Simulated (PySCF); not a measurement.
All values below come from ωB97X-D3(BJ)/def2-TZVP // PBE0-D3(BJ)/def2-TZVP (PySCF). Gas-phase values, no solvent. 

Reference species (SMILES): `C=[SiH]` (neutral, multiplicity 2).

```
Quantity       Result
-------------  ------
dipole moment  0.79 D
```

Changed species: `[CH]=O` (radical fragment; the reference has radical fragment).

Q: Give the shifts of the dipole moment.

A: the dipole moment rises by 0.88 D, to 1.67 D.
